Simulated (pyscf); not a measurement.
PySCF, gas phase, ωB97X-D3(BJ)/def2-SVP geometries.

Estimate by transition-state theory the rate constant of HO–Bi(OH)–OH (SMILES [OH][Bi]([OH])[OH]) + HO–SiH₃ (SMILES O[SiH3]) → HO–Bi(OH)–O–SiH₃ (SMILES [OH][Bi]([OH])[O][SiH3]) + H₂O (SMILES O) (singlet surface; Bi–O, H–O broken, Bi–O, H–O formed) at 600 K, with ωB97M-D3(BJ)/def2-TZVP energies (ideal gas, 1 atm, RRHO with modes under 100 cm⁻¹ raised to 100, one conformer, R ln 2 for chiral ones without a mode under 150 cm⁻¹; no tunnelling).

The electronic barrier is 2.4 kcal/mol and the thermal terms add +24.7, so ΔG‡ = 27.1 kcal/mol. With k_BT/h = 1.25e+13 s⁻¹ and RT = 1.192 kcal/mol, and a volume of 8.18e-20 cm³ per molecule at 1 atm, k = 1.4e-16 cm³ molecule⁻¹ s⁻¹. Wigner's tunnelling factor for 852i cm⁻¹ would be 1.17. A shift of 1 kcal/mol in the barrier changes k by a factor 2.3. On the reactant side the descent ends in a bound adduct, 12.0 kcal/mol under the separated species and 11.6 kcal/mol under the saddle at ωB97X-D3(BJ)/def2-TZVP. On the product side the descent ends in an adduct with a Bi–O contact, 12.6 kcal/mol under the separated species and 18.3 kcal/mol under the saddle at ωB97X-D3(BJ)/def2-TZVP. What is counted as broken (Bi–O) persists as a longer contact in the product adduct; parting that adduct is a step of its own. At ωB97X-D3(BJ)/def2-TZVP the barrier from the zero used here is -0.3 kcal/mol. This is the saddle that the search found; another between the same sides may lie lower. Elements past Kr carry the def2 core potentials, without spin-orbit coupling.
